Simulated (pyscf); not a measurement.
PySCF, gas phase, ωB97X-D3(BJ)/def2-SVP geometries.

**Question.** What is the homolytic dissociation enthalpy (298 K, ωB97M-D3(BJ)/def2-TZVP) of the C–C bond of H₂C=CH–C(F)(F)–Cl (SMILES C=CC(F)(F)Cl), to •HC=CH₂ + F–C•(F)–Cl?

**Answer.** C–C to •HC=CH₂ + F–C•(F)–Cl: 103.8 kcal/mol. The 7 functionals that were run give +94.8 (r²SCAN) to +103.8 kcal/mol (ωB97M-D3(BJ)). The radicals are drawn with the spin at the cut bond; how far it spreads was not checked. Other isomers of •HC=CH₂ were not searched in full and may lie lower.
